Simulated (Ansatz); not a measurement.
```xyz
2

B     0.418    0.308   -0.301
O    -0.418   -0.308    0.301
```

Total charge 0; spin multiplicity 2.

Problem. List the PBE0/def2-TZVPP orbital energies in eV (the Gaussian-basis code of Ansatz). (Estimate.)

Solution. Ansatz gave: α occupied: -523.11, -186.96, -28.10, -12.72, -10.65, -10.65, -9.89. α empty: -0.46, -0.46, 2.10, 2.42, 3.96, 3.96, 9.66, 10.62. β occupied: -523.15, -186.45, -28.08, -12.32, -10.69, -10.69. β empty: -4.36, 0.69, 0.69, 2.66, 3.56, 4.69, 4.69, 10.78. ⟨S²⟩ = 0.762.
